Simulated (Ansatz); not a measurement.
# AlH (SMILES [AlH]): methods side by side

The species is AlH (2 atoms), meant as a singlet with charge 0. As SMILES, `[AlH]`. The shape is that of a PBE0-D4/def2-TZVP optimisation.

```xyz
2

Al    0.0000    0.0000   -0.0256
H     0.0000    0.0000    1.6391
```

Each level gives the energy change with the Al1–H2 bond stretched from 1.665 to 2.420 Å (eV). The values are calculated.

```csv
level,kind,program,value (eV),CPU time (all runs)
SVWN5/cc-pVTZ (restricted),LDA,Ansatz,1.06,1.3 s
BLYP/cc-pVTZ (restricted),GGA,Ansatz,1.05,2.4 s
r2SCAN/cc-pVTZ (restricted),meta-GGA,Ansatz,1.16,3.6 s
B3LYP/cc-pVTZ (restricted),global hybrid,Ansatz,1.15,2 s
wB97M-V/cc-pVTZ (restricted),range-separated hybrid,Ansatz,1.19,14 s
B2PLYP/cc-pVTZ (restricted),double hybrid,Ansatz,1.23,2.7 s
MP2/cc-pVTZ (restricted),perturbation theory,Ansatz,1.32,0.68 s
BCCD(T)/cc-pVTZ (restricted),coupled cluster or CI,Ansatz,1.22,2.1 s
CCSD/cc-pVTZ (restricted),coupled cluster or CI,Ansatz,1.24,1.1 s
FCI/3-21G,exact in the basis,Ansatz,0.90,0.34 s
```

The first shape isn't each level's own minimum. The values span 0.90 to 1.32 eV. High-level rows in very small sets aren't better than simpler rows in larger ones. CPU times are rough (shared hosts, several kinds of processor): they show what a rung costs within a factor of a few.
